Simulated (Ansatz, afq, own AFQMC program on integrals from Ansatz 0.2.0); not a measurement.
## B, doublet → B, quartet

A free B atom.

E(quartet, charge +0) − E(doublet, charge +0) at this geometry, on UHF and UHF determinants.

Basis cc-pVTZ. Only valence electrons are correlated. AFQMC by an in-house program on the Cholesky factors that Ansatz 0.2.0 writes for its CCSD(T) run. ph-AFQMC/CISD is guided by a CISD state made of CCSD amplitudes; releasing the constraint for a short imaginary time cuts its bias at the price of noise, slowly where states lie close. Free projection: walkers drawn from exp(T), propagated without any constraint. Its projection time is finite, and what remains of the start isn't in its error. Error bars are statistical, one sigma. The errors of all members are added in quadrature.

Full CI on the same integrals is exact in this basis and with this determinant's frozen core.

Errors are counted within cc-pVTZ, not against nature.

Cautions: B (doublet): the released energies move by 1.5 errors or more from one time to the next, so no released level is given (meV from the phaseless value at times in 1/Eh: 3 ± 3 at 0.24, 2.4 ± 2.0 at 0.51, -0.5 ± 2.4 at 0.99, 0 ± 3 at 1.62, -7 ± 3 at 2.40), though the last usable value meets full CI within the noise, the ph-AFQMC/HF walk drifts between its halves (2.2 errors); B (quartet): another spin lies lower.

| level | vertical spin gap (kJ/mol) |
| --- | --- |
| MP2 | 298.3 |
| HF | 212.0 |

(1) From these cheaper values, estimate the vertical spin gap at the reference level in cc-pVTZ.

(1) 344.2 kJ/mol (full CI in cc-pVTZ).

```csv
level,vertical spin gap (kJ/mol),error against FCI (kJ/mol)
CCSD,340.1,-4.2
CCSD(T),343.2,-1.0
ph-AFQMC/CISD,343.8 ± 0.2,-0.4 ± 0.2
free AFQMC,344.4 ± 0.3,0.2 ± 0.3
```

Correlation beyond CCSD(T) adds 1.0 kJ/mol. The perturbative (T) step is worth +3.2 kJ/mol.

Free projections are given only where their last times agree within the noise and don't stop above the reference; a slow remainder of the start can still hide under it. A walk keeps the symmetry of its determinant, which the program's search chose and which needn't be the lowest solution, so a lower state of the same spin and another symmetry isn't excluded.
